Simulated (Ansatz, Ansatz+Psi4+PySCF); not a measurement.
| atom | x (Å) | y (Å) | z (Å) |
| --- | --- | --- | --- |
| C | 0.0000 | -0.0296 | -0.6489 |
| O | 0.0000 | -0.0656 | 0.7479 |
| H | 0.0000 | -1.0687 | -1.0110 |
| H | -0.8949 | 0.4658 | -1.0751 |
| H | 0.8949 | 0.4658 | -1.0751 |
| H | 0.0000 | 0.8400 | 1.0713 |

Basis set: cc-pVTZ (spherical functions). Left uncorrelated: 2 orbitals. Charge 0, multiplicity 1.

Computed with Ansatz (development build ahead of 0.2.0); each method stands on the lowest determinant of its kind that the runs found. Restricted open shells among the atoms or ions are ROHF, correlated in semicanonical orbitals with singles.

The atomization energy at this shape (free ground-state atoms in the same class of orbitals less the molecule, no zero-point energy) of singlet CH4O:

```json
{"method": "RHF-MP2", "atomization energy": "21.88 eV"}
```

Problem. What does RHF give?

Solution. 16.25 eV.
